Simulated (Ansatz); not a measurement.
fcc Rh, treated with LDA (Ansatz, an electronic-structure program, PAW).

Run with plane-wave cutoff 520 eV, 30×30×30 k mesh, Fermi–Dirac smearing 0.062 eV (set by the program), no spin polarisation, scalar-relativistic PAW data made under PBE.

Computed at the level's own relaxed cell.

Elastic tensor (GPa, Voigt notation, ions relaxed):

```
  502.5   225.2   225.2     0.0     0.0     0.0
  225.2   502.5   225.2     0.0     0.0     0.0
  225.2   225.2   502.5     0.0     0.0     0.0
    0.0     0.0     0.0   222.0     0.0     0.0
    0.0     0.0     0.0     0.0   222.0     0.0
    0.0     0.0     0.0     0.0     0.0   222.0
```

Problem. Work out the Voigt, Reuss and Hill averages of the bulk and shear moduli, Young's modulus and Poisson's ratio from the printed constants.

Solution. K_V = [C11 + C22 + C33 + 2(C12 + C13 + C23)]/9 = [1507.5 + 2 × 675.6]/9 = 317.6 GPa. G_V = [1507.5 − 675.6 + 3 × 666.0]/15 = 188.7 GPa. From the compliances S = C⁻¹, K_R = 317.6 and G_R = 179.0 GPa. Hill means: K = 317.6, G = 183.8 GPa. E = 9KG/(3K + G) = 462 GPa, ν = (3K − 2G)/(6K + 2G) = 0.26, K/G = 1.73.

Measured, for comparison: elastic constant C11 413 GPa, elastic constant C12 194 GPa, elastic constant C44 184 GPa (temperature not stated, not corrected to a static lattice; as tabulated in Mehl and Papaconstantopoulos (1996), arXiv:mtrl-th/9602003). Computed (rounded) less measured: elastic constant C11 +22 %, elastic constant C12 +16 %, elastic constant C44 +21 %.

Computed values are for the static lattice.
